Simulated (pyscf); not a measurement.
`[NH]=[SiH]` [doublet] + `[FH]` → `[NH2][SiH][F]` [doublet] (addition across a multiple bond or ene-type step; doublet surface; F–H broken, H–N, F–Si formed). Optimised with ωB97X-D3(BJ)/def2-SVP in PySCF. MP2 and CC: frozen core, UHF for open shells. ΔMP2 is the change of the MP2 total energy from the triple- to the quadruple-zeta basis. Rate constants from transition-state theory at the high-pressure limit, CCSD(T)/def2-TZVPP + ΔMP2(QZVPP) energies (ideal gas, 1 atm, RRHO with modes under 100 cm⁻¹ raised to 100, one conformer, R ln 2 for rigid chiral ones; no tunnelling), k in cm³ molecule⁻¹ s⁻¹.

```
T (K)  1000/T  log10 k
-----  ------  -------
298     3.354   -17.45
600     1.667   -14.95
900     1.111        ?
1200    0.833   -13.46
```

**Question.** Fit an Arrhenius line to the three values, give the activation energy, and predict k at 900 K.

**Answer.** Least squares gives log10 k = -12.23 − 1.57 × 1000/T, so Ea = 1.57 × ln 10 × 1.987 = 7.2 kcal/mol, against an electronic barrier of 6.1. At 900 K the line gives -13.97; the computed value is -14.02 (ΔG‡ = 34.5 kcal/mol), close to the line. This is the saddle that the search found; another between the same sides may lie lower. The CCSD(T) − MP2 part came from Ansatz, without density fitting, on the same reference. An open-shell T1 diagnostic exceeds 0.045.
